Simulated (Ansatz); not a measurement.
**AlBH3F (SMILES [BH2][AlH][F]): single points off equilibrium**

The runs use Ansatz 0.2.0, Gaussian basis; single points in def2-TZVPP.

Cores are frozen in the correlated methods.

**1. The starting structure**

SMILES `[BH2][AlH][F]`, 6 atoms, charge 0, spin multiplicity 1.

Atoms are counted from 1 here; the program's logs count them from 0.

Bond lengths: B1–Al2 2.234 Å, B1–H4 1.212 Å, B1–H5 1.210 Å, Al2–F3 1.689 Å, Al2–H6 1.642 Å. Angles: Al2–B1–H4 125.5°, Al2–B1–H5 120.3°, H4–B1–H5 113.9°, B1–Al2–F3 117.2°, B1–Al2–H6 123.4°, F3–Al2–H6 119.1°.

Coordinates:

```
B    -0.8857    0.4370   -0.7337
Al    0.7392   -0.2973    0.6113
F     0.6916   -1.9233    1.0646
H    -1.8038   -0.2316   -1.1579
H    -0.8420    1.5563   -1.1906
H     2.0270    0.6187    1.0583
```

**2. PBE-D4/def2-TZVPP**

Input file run/in.yaml:

```yaml
crystal:
  periodic: [false, false, false]
  atoms:
    - {symbol: B, position_ang: [-0.885748, 0.436987, -0.733675]}
    - {symbol: Al, position_ang: [0.739214, -0.297271, 0.611341]}
    - {symbol: F, position_ang: [0.691551, -1.923338, 1.064563]}
    - {symbol: H, position_ang: [-1.803763, -0.231581, -1.157944]}
    - {symbol: H, position_ang: [-0.841965, 1.556265, -1.190581]}
    - {symbol: H, position_ang: [2.026983, 0.618704, 1.058322]}
basis:
  gaussian: {orbitals: def2-TZVPP}
hamiltonian: {xc: pbe, dispersion: d4}
output: {forces: true}
```

Launch:

```sh
> ansatz run in.yaml --threads 2 --pin off --events-out ev --progress --plain --max-ram 3481MiB
```

Q: Estimate wall time and peak memory on 2 threads of Arm Neoverse V2, shared host.

About 1.2 s, with a peak of 0.13 GiB.
